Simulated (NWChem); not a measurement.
System: Na cation

Parts of the log:

```
             Northwest Computational Chemistry Package (NWChem) 7.3.0
             --------------------------------------------------------

                             Geometry "geometry" -> ""
                             -------------------------

 Output coordinates in angstroms (scale by  1.889725989 to convert to a.u.)

  No.       Tag          Charge          X              Y              Z
 ---- ---------------- ---------- -------------- -------------- --------------
    1 Na                  11.0000     0.00000000     0.00000000     0.00000000

 Effective nuclear repulsion energy (a.u.)       0.0000000000

  pbe96 is a nonlocal functional; adding pw91lda local functional.
                              NWChem Property Module
                              ----------------------

  itol2e modified to match energy
  convergence criterion.

                                 NWChem DFT Module
                                 -----------------

 Summary of "ao basis" -> "ao basis" (spherical)
 ------------------------------------------------------------------------------
       Tag                 Description            Shells   Functions and Types
 ---------------- ------------------------------  ------  ---------------------
 Na                         pcsseg-1                 8       16   4s4p

  itol2e modified to match energy
  convergence criterion.

            General Information
            -------------------
          SCF calculation type: DFT
          Wavefunction type:  closed shell.
          No. of atoms     :     1
          No. of electrons :    10
           Alpha electrons :     5
            Beta electrons :     5
          Charge           :     1
          Spin multiplicity:     1
          Use of symmetry is: off; symmetry adaption is: off
          Maximum number of iterations: 150
          AO basis - number of functions:    16
                     number of shells:     8
          Convergence on energy requested:  1.00D-07
          Convergence on density requested:  1.00D-05
          Convergence on gradient requested:  5.00D-04

              XC Information
              --------------
          PerdewBurkeErnzerhof Exchange Functional  1.000
            Perdew 1991 LDA Correlation Functional  1.000 local
           PerdewBurkeErnz. Correlation Functional  1.000 non-local

             Grid Information
             ----------------
          Grid used for XC integration:  fine
          Radial quadrature: Mura-Knowles
          Angular quadrature: Lebedev.
          Tag              B.-S. Rad. Rad. Pts. Rad. Cut. Ang. Pts.
          ---              ---------- --------- --------- ---------
          Na                  1.80      123          11.0       770
          Grid pruning is: on
          Number of quadrature shells:   123
          Spatial weights used:  Erf1

      Superposition of Atomic Density Guess
      -------------------------------------

 Sum of atomic energies:        -161.84088472

 Renormalizing density from      11.00 to     10

      Non-variational initial energy
      ------------------------------

 Total energy =    -152.535986
 1-e energy   =    -207.094739
 2-e energy   =      54.558753
 HOMO         =      -2.574029
 LUMO         =      -0.369263

   convergence    iter        energy       DeltaE   RMS-Dens  Diis-err
 ---------------- ----- ----------------- --------- --------- ---------
 d= 0,ls=0.0,diis     1   -161.7535104849 -1.62D+02  5.32D-02  4.17D+00
 d= 0,ls=0.0,diis     2   -161.7819727288 -2.85D-02  2.49D-02  3.68D+00
 d= 0,ls=0.0,diis     3   -161.9641172042 -1.82D-01  6.10D-04  8.74D-04
 d= 0,ls=0.0,diis     4   -161.9641789199 -6.17D-05  3.61D-05  7.93D-06
 d= 0,ls=0.0,diis     5   -161.9641792998 -3.80D-07  2.75D-07  4.68D-10
 d= 0,ls=0.0,diis     6   -161.9641792999 -2.19D-11  3.90D-10  1.34D-15

         Total DFT energy =     -161.964179299853
      One electron energy =     -224.690817156606
           Coulomb energy =       76.880811298530
    Exchange-Corr. energy =      -14.154173441777
 Nuclear repulsion energy =        0.000000000000

 Numeric. integr. density =       10.000000000003

                       DFT Final Molecular Orbital Analysis
                       ------------------------------------

 Vector    3  Occ=2.000000D+00  E=-1.338272D+00
              MO Center= -1.1D-17, -3.2D-17, -4.7D-17, r^2= 2.4D-01
   Bfn.  Coefficient  Atom+Function         Bfn.  Coefficient  Atom+Function
  ----- ------------  ---------------      ----- ------------  ---------------
     7      0.431102  1 Na pz                10      0.364104  1 Na pz
     6      0.289628  1 Na py                 9      0.244616  1 Na py
    13      0.178793  1 Na pz                12      0.120119  1 Na py
     5      0.097437  1 Na px                 8      0.082294  1 Na px
    11      0.040411  1 Na px

 Vector    4  Occ=2.000000D+00  E=-1.338272D+00
              MO Center=  9.0D-18,  8.1D-18, -7.5D-18, r^2= 2.4D-01
   Bfn.  Coefficient  Atom+Function         Bfn.  Coefficient  Atom+Function
  ----- ------------  ---------------      ----- ------------  ---------------
     5      0.334053  1 Na px                 6      0.300901  1 Na py
     8      0.282138  1 Na px                 7     -0.277657  1 Na pz
     9      0.254138  1 Na py                10     -0.234506  1 Na pz
    11      0.138543  1 Na px                12      0.124794  1 Na py
    13     -0.115154  1 Na pz

 Vector    5  Occ=2.000000D+00  E=-1.338272D+00
              MO Center= -1.1D-17,  9.3D-18, -3.7D-18, r^2= 2.4D-01
   Bfn.  Coefficient  Atom+Function         Bfn.  Coefficient  Atom+Function
  ----- ------------  ---------------      ----- ------------  ---------------
     5      0.397670  1 Na px                 8      0.335868  1 Na px
     6     -0.323730  1 Na py                 9     -0.273419  1 Na py
    11      0.164927  1 Na px                12     -0.134262  1 Na py
     7      0.127611  1 Na pz                10      0.107779  1 Na pz
    13      0.052925  1 Na pz

 Vector    6  Occ=0.000000D+00  E=-2.608903D-01
              MO Center= -2.0D-15, -5.3D-15, -6.3D-16, r^2= 3.8D+00
   Bfn.  Coefficient  Atom+Function         Bfn.  Coefficient  Atom+Function
  ----- ------------  ---------------      ----- ------------  ---------------
     3      1.108307  1 Na s                  2     -0.374435  1 Na s
     1      0.059074  1 Na s                  4     -0.057105  1 Na s

 Vector    7  Occ=0.000000D+00  E=-1.389184D-01
              MO Center= -1.0D-14, -3.1D-15,  8.0D-16, r^2= 4.5D+00
   Bfn.  Coefficient  Atom+Function         Bfn.  Coefficient  Atom+Function
  ----- ------------  ---------------      ----- ------------  ---------------
    14      0.935595  1 Na px                15      0.284722  1 Na py
     8     -0.123398  1 Na px                 5     -0.118941  1 Na px
    16     -0.074030  1 Na pz                11      0.044288  1 Na px
     9     -0.037553  1 Na py                 6     -0.036197  1 Na py

 Vector    8  Occ=0.000000D+00  E=-1.389184D-01
              MO Center= -2.1D-16, -1.2D-15, -7.4D-15, r^2= 4.5D+00
   Bfn.  Coefficient  Atom+Function         Bfn.  Coefficient  Atom+Function
  ----- ------------  ---------------      ----- ------------  ---------------
    16      0.967032  1 Na pz                15      0.161178  1 Na py
    10     -0.127544  1 Na pz                 7     -0.122938  1 Na pz
    13      0.045776  1 Na pz                14      0.027467  1 Na px

          -----------------------------------------
          Chemical Shielding Tensors (GIAO, in ppm)
          -----------------------------------------

                                NWChem CPHF Module
                                ------------------

  scftype          =     RHF
  nclosed          =        5
  nopen            =        0
  variables        =       55
  # of vectors     =        3
  tolerance        = 0.10D-03
  level shift      = 0.00D+00
  max iterations   =       50
  max subspace     =       30

 SCF residual:    6.5770295906903155E-010

Iterative solution of linear equations
  No. of variables       55
  No. of equations        3
  Maximum subspace       30
        Iterations       50
       Convergence  1.0D-04

   iter   nsub   residual    time
   ----  ------  --------  ---------
     1      3    7.90D-17       0.3

      Atom:    1  Na
        Diamagnetic
    623.4289     -0.0000      0.0000
     -0.0000    623.4289     -0.0000
      0.0000     -0.0000    623.4289

        Paramagnetic
      0.0000     -0.0000     -0.0000
     -0.0000      0.0000     -0.0000
     -0.0000     -0.0000     -0.0000

        Total Shielding Tensor
    623.4289     -0.0000     -0.0000
     -0.0000    623.4289     -0.0000
     -0.0000     -0.0000    623.4289

           isotropic =     623.4289
          anisotropy =       0.0000

          Principal Components and Axis System
                 1           2           3
              623.4289    623.4289    623.4289

      1         1.0000     -0.0000     -0.0000
      2        -0.0000      1.0000     -0.0000
      3        -0.0000     -0.0000      1.0000
```

Level: PBE/pcSseg-1, GIAO. The printed shielding anisotropy is the first printed principal value minus the mean of the other two.

Question: Which NWChem input produces such a log?

Answer: One answer among several that fit: the input that was run:
```
start job
memory heap 200 mb stack 900 mb global 1100 mb
charge 1
geometry units angstroms noautosym nocenter noautoz
  Na     0.000000     0.000000     0.000000
end
basis spherical
  * library pcsseg-1
end
dft
  xc xpbe96 cpbe96
  iterations 150
end
property
  shielding
end
task dft property
```
